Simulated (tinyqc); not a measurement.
Inside a calculation. Method: Pariser-Parr-Pople SCF with singles CI, for the molecule c1ccccc1 (SMILES; centres numbered as the heavy atoms are written). One step of it, computed by the program tinyqc.

Task: PPP integrals. Mataga-Nishimoto: gamma = 14.399645/(R + a), a = 2 x 14.399645/(gamma_rr + gamma_ss); H_rr = -W_r - sum_(s != r) z_s gamma_rs; H_rs = beta for bonds.

Centres (angstrom, eV; a flat drawing with bonds scaled to 1.40 angstrom):
```
centre,x,y,core charge z,W,gamma_rr
1C,1.400000,0.000000,1,11.390000,11.320000
2C,0.700000,1.212000,1,11.390000,11.320000
3C,-0.700000,1.212000,1,11.390000,11.320000
4C,-1.400000,0.000000,1,11.390000,11.320000
5C,-0.700000,-1.212000,1,11.390000,11.320000
6C,0.700000,-1.212000,1,11.390000,11.320000
```

Resonance integrals (eV):
```
i,j,beta
1,2,-2.390000
2,3,-2.390000
3,4,-2.390000
4,5,-2.390000
5,6,-2.390000
6,1,-2.390000
```

Give: repulsion gamma_rs; core matrix H.

Result:

repulsion gamma_rs (eV):
```
,1C,2C,3C,4C,5C,6C
1C,11.320,5.390,3.895,3.536,3.895,5.390
2C,5.390,11.320,5.389,3.895,3.537,3.896
3C,3.895,5.389,11.320,5.390,3.896,3.537
4C,3.536,3.895,5.390,11.320,5.390,3.895
5C,3.895,3.537,3.896,5.390,11.320,5.389
6C,5.390,3.896,3.537,3.895,5.389,11.320
```

core matrix H (eV):
```
,1C,2C,3C,4C,5C,6C
1C,-33.496,-2.390,0.000,0.000,0.000,-2.390
2C,-2.390,-33.497,-2.390,0.000,0.000,0.000
3C,0.000,-2.390,-33.497,-2.390,0.000,0.000
4C,0.000,0.000,-2.390,-33.496,-2.390,0.000
5C,0.000,0.000,0.000,-2.390,-33.497,-2.390
6C,-2.390,0.000,0.000,0.000,-2.390,-33.497
```
